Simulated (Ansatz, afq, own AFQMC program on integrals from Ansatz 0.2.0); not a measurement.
ScNH2, singlet: AFQMC among the cluster methods

```csv
atom,x (Å),y (Å),z (Å)
Sc,0.0000,0.0000,0.5199
N,0.0000,0.0000,-1.3854
H,0.0000,0.8279,-1.9692
H,0.0000,-0.8279,-1.9692
```

Connectivity, by distances: Sc–NH2.

Basis def2-TZVP. Noble-gas cores (and the filled d shells of Ga–Kr and In–Xe) are frozen. Integrals, coupled cluster, full CI and functionals: Ansatz 0.2.0; the random walks run on the same integrals in our own AFQMC program. The CISD trial takes its coefficients from CCSD amplitudes. Released means that phaseless walkers are propagated on without the constraint, phases kept. Error bars are statistical, one sigma. The metal's outer-core s and p shells are frozen, which shifts wave-function levels against functionals.

Determinant: RHF, the one that the program's search chose, which needn't be the lowest solution. The geometry is a point of a scan.

No full CI on the walks' own integrals is used here; CCSDT(Q) serves as the reference and is uncertain by about the last step of the cluster series.

Cautions: no relativity below Rb; outer-core shells of the metal frozen; higher spins were not checked; restricted determinant unstable towards unrestricted (UHF 86 meV lower, ⟨S²⟩ 0.45).

* T1 diagnostic: 0.0201
* weight of the determinant in the CISD state: 0.845
* size of the correlated space: 10 electrons in 78 orbitals

Reference: CCSDT(Q), correlation energy -8.259 eV. The released energy is read at 2.00 1/Eh, later times being too noisy (meV from the phaseless value at times in 1/Eh: -5 ± 5 at 0.60, -17 ± 6 at 1.20, -19 ± 10 at 2.00, -12 ± 14 at 3.00, -20 ± 26 at 4.20).

```
         level  E − E(reference) (kJ/mol)  share of correlation (%)
            HF                      796.9                      0.00
           MP2                       82.9                     89.60
          CCSD                       37.0                     95.35
       CCSD(T)                        3.4                     99.58
         CCSDT                        2.5                     99.68
   ph-AFQMC/HF                -13.7 ± 2.5                    101.72
 ph-AFQMC/CISD                  1.7 ± 0.5                     99.79
released AFQMC                 -0.1 ± 1.0                    100.02
```

A walk keeps the symmetry of its determinant, which the program's search chose and which needn't be the lowest solution, so a lower state of the same spin and another symmetry isn't excluded. Released energies are given only where the last usable release times agree within the noise; a slower fall can still hide under it.
